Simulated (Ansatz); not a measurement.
Two isomers of C4H6ClF: A = `C=CC(C)(F)Cl`, B = `C/C(F)=C(/C)Cl`.

Calculated with Ansatz (gas phase, PBE0-D4/def2-TZVP geometries, no zero-point term in ΔE). CCSD(T)/CBS is the MP2 limit (def2-TZVPP, def2-QZVPP) plus CCSD(T) − MP2 in def2-TZVPP, frozen cores. DFT in def2-TZVPP. B3LYP here is the variant with VWN-RPA as its local correlation; programs differ in this. Each species was taken in one conformer, which may not be the lowest.

A:

```xyz
12

C    -1.912    0.340   -0.480
C    -0.822   -0.400   -0.361
C     0.561    0.159   -0.319
C     1.315   -0.173    0.944
F     0.533    1.514   -0.471
Cl    1.466   -0.509   -1.735
H    -2.893   -0.118   -0.492
H    -1.857    1.417   -0.573
H    -0.875   -1.480   -0.274
H     1.370   -1.253    1.079
H     0.788    0.268    1.792
H     2.325    0.233    0.888
```

B:

Z-matrix (Å, degrees):
```
C
C 1 1.476
H 1 1.094 2 109.9
H 1 1.087 2 111.1 3 -120.9
H 1 1.094 2 110.0 3 118.2
F 2 1.351 1 112.2 3 -58.7
C 2 1.330 1 130.5 3 121.3
C 7 1.485 2 125.6 1 180.0
Cl 7 1.732 2 119.3 1 0.0
H 8 1.093 7 110.5 2 120.5
H 8 1.089 7 110.5 2 -0.0
H 8 1.093 7 110.5 2 -120.6
```

Task: Which isomer does CCSD(T)/CBS put lower? Give the gap. (Estimate.)

Result: The calculation gave: B, by 3.0 kJ/mol.

Task: Give E(B) − E(A) in kJ/mol with MP2/def2-TZVPP, r2SCAN-D4, HF/def2-TZVPP, CCSD/def2-TZVPP, B3LYP, PBE-D4, B3LYP-D4. (Estimate.)

Result: Computed: MP2/def2-TZVPP -5.9, r2SCAN-D4 -10.7, HF/def2-TZVPP 1.1, CCSD/def2-TZVPP -2.9, B3LYP -11.4, PBE-D4 -17.0, B3LYP-D4 -10.0. The order is the other way round with HF/def2-TZVPP.

Largest T1 diagnostic: 0.011.

In def2-TZVPP, CCSD(T) changes the Hartree–Fock value by −4.2 kJ/mol (the triples alone add −0.2 kJ/mol) and MP2 by −7.0 kJ/mol.
